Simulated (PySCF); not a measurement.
HCl under electron impact: the energy ladder

PBE in PySCF with def2-TZVPPD on every atom, for the lowest determinant that a PBE0 search found; no spin–orbit coupling.

```csv
species,state (unpaired electrons),Re (Å),ωe (cm⁻¹),energy of the minimum from the neutral (eV),De (eV),dissociates to
HCl,singlet (closed shell),1.289,2901,0.00,4.63,H + Cl
HCl⁺,doublet (π ↑),1.333,2571,12.69,4.92,H + Cl⁺
```

Q: Work out the lowest energy to break HCl into atoms, from its vibrational ground state.

A: D0 = De − ωe/2 = 4.63 − 0.18 = 4.45 eV (PBE/def2-TZVPPD).

Q: Work out the ionisation energy of the Cl atom at this level and the threshold of dissociative ionisation.

A: IE(Cl) = 12.69 + 4.92 − 4.63 = 12.98 eV, so H + Cl⁺ + e⁻ appears at D0 + IE(Cl) = 17.43 eV (PBE/def2-TZVPPD). The measured IE(Cl) is 12.968 eV (NIST ASD).

These are thermodynamic thresholds; the onsets seen under electron impact lie higher where the geometry changes, and cross-sections peak well above them.

For an ion De counts to the pair picked by the measured ionisation energies or electron affinities, which need not be the lowest pair at this level. States were picked by a PBE0 search and need not be the measured ground states.
